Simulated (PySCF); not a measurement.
# Bonding in 1,3-pentadiyne

Species: 1,3-pentadiyne, C5H4.
Atom-mapped SMILES: `[CH:1]#[C:2][C:3]#[C:4][CH3:5]` (hydrogens: H6 on C1; H7, H8, H9 on C5)

Cartesian coordinates in Å at the PBE0-D3(BJ)/def2-SVP level; atoms count from 1:
```xyz
9
C5H4 angstrom
C      2.4001    1.9224    0.9307
C      1.4920    1.1862    0.5922
C      0.4672    0.3580    0.2110
C     -0.4422   -0.3787   -0.1269
C     -1.5256   -1.2534   -0.5272
H      3.2033    2.5699    1.2294
H     -2.5030   -0.7995   -0.2992
H     -1.4901   -1.4559   -1.6093
H     -1.4690   -2.2184    0.0008
```

Bond orders from the PBE0/pcSseg-1 density (PySCF). Isolated species at its PBE0-D3(BJ)/def2-SVP geometry, gas phase.

Problem. How far do the computed orders between heavy atoms stray from the drawn ones?

Solution. The largest departure is 0.841, at C3–C4 (drawn triple, 2.159). Drawn single, order above 1.12: C4–C5 (1.230). Drawn double or triple, more than 0.30 short of the drawn order: C1–C2 (2.288) and C3–C4 (2.159).

Problem. Give the Mayer order of every bond between heavy atoms, beside its length.

Solution. 
```json
{"bond": "C1–C2", "drawn as": "triple", "length (Å)": "1.217", "Mayer order": "2.288"}
{"bond": "C2–C3", "drawn as": "single", "length (Å)": "1.372", "Mayer order": "0.955"}
{"bond": "C3–C4", "drawn as": "triple", "length (Å)": "1.218", "Mayer order": "2.159"}
{"bond": "C4–C5", "drawn as": "single", "length (Å)": "1.449", "Mayer order": "1.230"}
```

By pair of heavy elements: C–C: lowest C2–C3 (0.955, 1.372 Å), highest C1–C2 (2.288, 1.217 Å); in 1 of the 6 pairs the longer bond (by over 0.003 Å) has the higher order (by 0.02 or more).

Problem. And the bonds to hydrogen?

Solution. C–H: 0.93 to 1.11 (4 bonds).

Problem. Sum the orders of all bonds at each heavy atom with more than one neighbour and set the sums beside the valence in the SMILES.

Solution. C1 3.401 (drawn 4), C2 3.243 (drawn 4), C3 3.114 (drawn 4), C4 3.389 (drawn 4), C5 4.005 (drawn 4). Orders between atoms that aren't bonded are not in these sums.

Mayer orders depend on the basis set.
